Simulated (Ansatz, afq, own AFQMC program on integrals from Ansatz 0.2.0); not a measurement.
AFQMC on a folder of integrals that Ansatz 0.2.0 wrote.

```yaml
crystal:
  periodic: [false, false, false]
  atoms:
    - {symbol: B, position_ang: [0.000000, 0.000000, 0.000000]}
    - {symbol: Al, position_ang: [0.000000, 0.000000, 2.023407]}
basis:
  gaussian: {orbitals: cc-pVDZ}
magnetization: {spin_polarized: true, initial_magnetization: 2}
correlation: {method: ccsd_t, electrons: outside_noble_gas, hamiltonian_folder: ham}
```

```sh
$ ansatz run in.yaml --threads 1 --pin off --events-out ev --progress --plain --max-ram 16896MiB --backend cuda --devices 0, --max-vram 18GiB
```

afq runs on the folder ham with

```
--method phaseless --trial cisd --walkers 4000 --populations 20 --least-time 60 --time-step 0.005 --steps-per-block 50 --equilibration-blocks 28 --max-blocks 4000 --target-error 0.00015 --factor-cut 1e-05 --start spin_pure --seed 1329 --release-times 0.24,0.51,0.99,1.62,2.4 --release-step 0.03 --release-every 3 --taylor-order 6
```

Times are imaginary, in 1/Eh. The walk had a cap of 122 s. With eight or more populations the least sampling time is a fifth of least-time, and the error comes from their spread.

afq prints:

```
orbitals 26  electrons 4 2  factors 179 of 315
reference energy -266.42494275 Eh
CCSD correlation -0.13584317 Eh in 17 cycles, weight of the determinant in the CISD state 0.7762
energy of the start -266.556403 Eh
 block  time / (1/Eh)  mean weight  energy / Eh
     1     0.250  1.0000  -266.557168
     2     0.500  0.9999  -266.558579
     3     0.750  0.9999  -266.560214
     4     1.000  1.0000  -266.561780
     5     1.250  1.0001  -266.563280
     8     2.000  0.9999  -266.566173
    11     2.750  0.9999  -266.568312
    17     4.250  1.0000  -266.570149
    23     5.750  0.9999  -266.571356
    29     7.250  1.0000  -266.571465
    35     8.750  0.9999  -266.571849
    41    10.250  0.9999  -266.570877
    47    11.750  1.0000  -266.570028
    53    13.250  1.0000  -266.571140
    59    14.750  1.0000  -266.569889
    65    16.250  1.0000  -266.570429
    71    17.750  1.0000  -266.570815
    75    18.750  1.0000  -266.567774
    77    19.250  1.0002  -266.570409
    83    20.750  0.9998  -266.569767
    89    22.250  0.9999  -266.570087
    95    23.750  0.9999  -266.571132
    99    24.750  1.0002  -266.572024
   101    25.250  0.9998  -266.570926
   107    26.750  1.0003  -266.570217
   113    28.250  0.9994  -266.569995
   117    29.250  0.9998  -266.570250
error from the spread of 20 populations
released: time / (1/Eh)  energy / Eh  error  mean overlap
  0.24  -266.570875  0.000100  0.9992
  0.51  -266.571086  0.000095  1.0009
  0.99  -266.572141  0.000598  1.0013
  1.62  -266.571988  0.000117  1.0033
  2.40  -266.572506  0.000401  1.0071
energy -266.570445 +/- 0.000127 Eh
(rows thinned)
```

The run passed its tests (sampling time, drift between the halves within three errors, error under three times the target), which doesn't prove that it has relaxed. The second half of the sampling lies above the first by 1.7 errors of their difference, so the energy may still be moving and its error bar be too small.

Against this walk (error 3.4 meV) on the same determinant: CCSD(T) 15.2 meV higher, CCSDT(Q) 77.4 meV lower, CCSDTQ 77.5 meV lower, full CI 78.7 meV lower. The error is statistical and leaves out the bias of the constraint. The determinant has ⟨S²⟩ = 2.15, so the low cluster orders mix in higher spin, while the walk starts as a pure triplet. The released energies have errors that jump between times, so the bars are unsure (meV from the phaseless value at times in 1/Eh: -12 ± 3 at 0.24, -17 ± 3 at 0.51, -46 ± 16 at 0.99, -42 ± 3 at 1.62, -56 ± 11 at 2.40), so they give no level; they do show a bias of the constraint, and the last of them that isn't too noisy lies 37 meV above full CI. Full CI is exact here, so the walk's 79 meV above it is the walk's own error: the bias of the constraint with this trial, or a walk that hasn't relaxed. The determinant is a poor start (see the cautions), so the low cluster orders aren't to be relied on, and full CI is the sure value.

Cautions: constraint bias not in the error; an unrestricted solution with more broken spin lies lower (625 meV, ⟨S²⟩ 2.50); strong correlation (T1 0.085, weight of the determinant 0.78, largest double 0.18); (T) is large, 7 % of the CCSD correlation; unrestricted determinant spin contaminated (⟨S²⟩ 2.15 against 2.00).

The walk took 32 s on 1 × NVIDIA H100 80GB HBM3 with 2 threads of AMD EPYC 7R13 Processor (Zen 3), with other jobs on the host (the card was shared). The log's last line is the phaseless energy.

CCSDT and higher add their correlation energy to the determinant of the CCSD(T) run, since their own runs factorise the integrals more tightly (a shift of under 2 meV). A walk keeps the symmetry of its determinant, which the program's search chose and which needn't be the lowest solution, so a lower state of the same spin and another symmetry isn't excluded.
